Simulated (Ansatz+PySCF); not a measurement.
A calculation with PySCF 2.14.0.

```python
from pyscf import gto, scf, cc

mol = gto.M(atom="""
B 0.000000 0.000000 0.000000
N 0.000000 0.000000 3.100000
""", basis='sto-3g', charge=0, spin=0)
mf = scf.RHF(mol)
mf.kernel()
mycc = cc.CCSD(mf, frozen=2).run()
et = mycc.ccsd_t()
print(mf.e_tot, mycc.e_corr, et, mycc.e_tot + et)
```

The script is written out from the run's settings.

Results

```json
{"Converged": "yes", "Reference energy": "-77.52995 hartree", "CCSD correlation energy": "-0.25877 hartree", "Triples correction": "-0.00016 hartree", "Total energy": "-77.78889 hartree", "Spin squared of the determinant": "0.000"}
```

Caution: large amplitudes, a single reference is doubtful; another spin multiplicity may lie lower; an unrestricted determinant lies well below.
